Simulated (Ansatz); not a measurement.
Consider the atomization: `Cl[Si]Cl` → 2 Cl• + Si•.

Isolated molecules relaxed with PBE0-D4/def2-TZVP in Ansatz; ΔE leaves out vibrations. CCSD(T)/CBS is extrapolated from def2-TZVPP and def2-QZVPP, frozen cores. DFT in def2-TZVPP. B3LYP here is the variant with VWN-RPA as its local correlation; programs differ in this. No spin–orbit coupling; open shells (•) take unrestricted orbitals. Spin–orbit coupling would lower the free atoms: a little for Cl, Si.

| level | ΔE (kcal/mol) | difference from CCSD(T)/CBS |
| --- | --- | --- |
| LDA (SPW92) | 241.8 | 33.4 |
| r2SCAN-D4 | 208.8 | 0.4 |
| B3LYP-D4 | 203.9 | -4.5 |
| r2SCAN0-D4 | 202.9 | -5.5 |
| PBE | 211.8 | 3.4 |
| B3LYP | 200.2 | -8.2 |
| RPA@PBE/def2-TZVPP | 179.3 | -29.1 |
| MP2/def2-SVP | 188.1 | -20.3 |
| CCSD(T)/def2-SVP | 181.6 | -26.8 |
| HF/def2-TZVPP | 144.8 | -63.6 |
| CCSD(T)/def2-TZVPP | 197.4 | -11.0 |
| CCSD/CBS(def2) | 201.0 | -7.4 |
| HF/cc-pV(T+d)Z | 144.9 | -63.5 |
| CCSD(T)/cc-pV(Q+d)Z | 203.8 | -4.6 |
| MP2/CBS(cc) | 217.6 | 9.2 |
| CCSD(T)/CBS(cc) | 208.6 | 0.2 |
| CCSD(T)/CBS | 208.4 | 0 |

Task: What do rigid-rotor, harmonic-oscillator terms from PBE0-D4/def2-TZVP frequencies (298.15 K, 1 bar) make of the CCSD(T)/CBS value? (Best estimate.)

Result: Ansatz gave: ΔZPE = -1.8 kcal/mol, ΔH = +208.1 kcal/mol, ΔS = 223 J/(mol·K), ΔG = +192.1 kcal/mol. Open shells count their whole term as degenerate.

Largest T1 diagnostic among the species: 0.013.

The D4 term adds +3.8 kcal/mol with B3LYP and +1.9 kcal/mol with PBE0; it sums over pairs of atoms, weighted by their polarisabilities, and B3LYP, whose exchange is more repulsive, gets the larger term. From r2SCAN to r2SCAN0 (25 % exact exchange), in def2-TZVPP and without D4, ΔE moves by −6.0 kcal/mol: exact exchange takes away binding that semilocal exchange gives to molecules. At CCSD(T), def2-SVP lies −26.8 kcal/mol from the extrapolated value and def2-TZVPP −11.0 kcal/mol: correlation converges slowly with the basis, and small sets miss more of it in the bonded molecule than in its fragments.

CCSD(T)/CBS has its own doubt, a few kJ/mol and more with outer-core shells, so smaller differences from it don't rank the levels.
